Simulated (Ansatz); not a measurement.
# NH₃O (singlet): the correlation ladder, cc-pVDZ

An exercise on one series of results from a longer session: the logs are not shown, and one member is left open.

The runs use Ansatz 0.2.0, Gaussian basis; cc-pVDZ, core rule «outside noble gas», up to 2 orbitals frozen.

Plan: UHF; CCSD(T) on RHF; BCCD(T) on RHF; CISD; CCSDT(Q) on RHF; CASSCF and NEVPT2, 14 electrons in 11 orbitals.

11 further runs of the same task are left out: 2 for a mislabelled method, 4 that didn't finish, 5 set aside as unsound or not needed.

## The system

The geometry is a PBE0/def2-TZVP stationary point (not a proven minimum).

5 atoms, charge 0, spin multiplicity 1.

Atoms are counted from 1 here; the program's logs count them from 0.

Bond lengths: N1–O2 1.423 Å, N1–H3 1.016 Å, N1–H4 1.016 Å, O2–H5 0.960 Å. Angles: O2–N1–H3 104.5°, O2–N1–H4 104.5°, H3–N1–H4 106.0°, N1–O2–H5 102.8°.

Set-up of the first run:

Contents of in.yaml:

```yaml
crystal:
  periodic: [false, false, false]
  atoms:
    - {symbol: N, position_ang: [-0.154000, -0.000001, 0.706846]}
    - {symbol: O, position_ang: [0.138522, 0.000001, -0.685265]}
    - {symbol: H, position_ang: [0.337726, -0.811409, 1.070520]}
    - {symbol: H, position_ang: [0.337719, 0.811412, 1.070520]}
    - {symbol: H, position_ang: [-0.734207, -0.000003, -1.086164]}
basis:
  gaussian: {orbitals: cc-pVDZ}
magnetization: {spin_polarized: true, initial_magnetization: 0}
hamiltonian: {xc: hf}
output: {orbitals: {seedname: orbitals}}
```

Command:

```
$ ansatz run in.yaml --threads 1 --pin off --events-out ev --progress --plain --max-ram 2176MiB
```

Among the steps run: UHF; CCSD(T) on RHF; BCCD(T) on RHF; CISD; CCSDT(Q) on RHF; CASSCF and NEVPT2, 14 electrons in 11 orbitals.

One table of the session follows, with a row left open; its other results are not shown here.

It belongs to the step «Misses and costs». 

| method | from RCCSDT(Q) (meV) |
| --- | --- |
| RHF | +10751.0 |
| RMP2 | +804.5 |
| CISD | +1090.7 |
| RCCSD | +268.3 |
| RCCSD(T) | +37.1 |
| BCCD(T) | +37.2 |
| RCCSDT | +27.6 |
| RCCSDT(Q) | 0 |
| CASSCF valence | ? |
| NEVPT2 valence | +1157.3 |

**Question.** Estimate the row for CASSCF valence.

**Answer.** from RCCSDT(Q) (meV): +7546.3. In the column «from RCCSDT(Q) (meV)» it lies between NEVPT2 valence (+1157.3) and RHF (+10751.0).

With the free atoms at the same levels and basis (separate runs), the atomisation energy is 13.765 eV at RCCSDT(Q), 13.738 eV at RCCSD(T), 8.607 eV at RHF.
